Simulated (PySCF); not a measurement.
Removing an electron from N-ethylisopropylamine

N-ethylisopropylamine, C5H13N.
Cartesian coordinates in Å at the PBE0-D3(BJ)/def2-SVP level; atoms count from 1:
```xyz
19
C5H13N angstrom
C      2.2639    1.5286   -0.1916
C      1.4295    0.3754    0.3316
N      0.0468    0.5177   -0.0613
C     -0.8749   -0.4745    0.4623
C     -2.2980   -0.0009    0.2103
C     -0.6341   -1.8344   -0.1807
H      2.1843    1.5945   -1.2870
H      3.3235    1.4100    0.0787
H      1.9204    2.4892    0.2276
H      1.5555    0.2940    1.4368
H      1.8226   -0.5680   -0.0826
H     -0.2792    1.4456    0.2016
H     -0.7455   -0.5976    1.5642
H     -2.4856    0.9711    0.6952
H     -3.0321   -0.7182    0.6057
H     -2.4726    0.1189   -0.8705
H      0.3724   -2.2213    0.0367
H     -0.7391   -1.7559   -1.2743
H     -1.3582   -2.5745    0.1921
```

Level: B3LYP/def2-SVPD (PySCF). Frontier orbitals with their largest atomic shares (Löwdin; up to four atoms above 4 %):

```csv
orbital,ε (eV),main atoms
HOMO−3,-9.47,"C1 19 %, C2 17 %, N3 15 %, C4 11 %"
HOMO−2,-9.27,"C6 22 %, C4 19 %, C5 16 %, H14 9 %"
HOMO−1,-8.92,"C4 17 %, C5 14 %, C2 12 %, C6 10 %"
HOMO,-6.18,?
LUMO,0.45,"C5 11 %, C1 11 %, C2 10 %, H12 8 %"
LUMO+1,0.93,"C1 20 %, C5 10 %, H8 9 %, H9 8 %"
LUMO+2,1.11,"C6 13 %, H17 13 %, H11 13 %, H12 11 %"
```

**Question.** What vertical ionisation energy does ΔSCF give, and how far is −ε(HOMO) from it?

**Answer.** ΔSCF: 8.51 eV (822 kJ/mol; threshold wavelength 146 nm); ⟨S²⟩ of the doublet left behind is 0.754, against 0.75 for a pure doublet. −ε(HOMO) is 6.18 eV, 2.33 eV below it. For the exact functional −ε(HOMO) would equal the first vertical ionisation energy; B3LYP (global hybrid, 20 % exact exchange) falls short of its own ΔSCF value by 27 %.

**Question.** On which atoms does the HOMO lie?

**Answer.** N3 (secondary amine nitrogen) 58 %, C2 (sp3 carbon bound to nitrogen) 10 %, C4 (sp3 carbon bound to nitrogen) 9 %, H10 (methylene hydrogen) 5 %, so more than half of it is on one atom. The HOMO−1 lies 2.74 eV lower.

**Question.** What kinetic energy would electrons from this vertical process carry with He I light (21.218 eV)?

**Answer.** 21.22 − 8.51 = 12.71 eV.

**Question.** Shift the occupied levels rigidly so that −ε(HOMO) equals the ΔSCF value. What binding energies result?

**Answer.** The shift is +2.33 eV: HOMO 8.51, HOMO−1 11.25, HOMO−2 11.60, HOMO−3 11.80 eV. A rigid shift is only a rough guide to the deeper ionisations.

One conformer (not necessarily the lowest) at the PBE0-D3(BJ)/def2-SVP geometry, without solvent, vibrations or thermal averaging.

The run behind these numbers computed excited states and ΔSCF ions as well. On one thread, Intel Xeon 6975P-C (x86_64), shared host, this took 48 s wall (grids of density and orbitals included) and 0.99 GiB of memory at its peak.
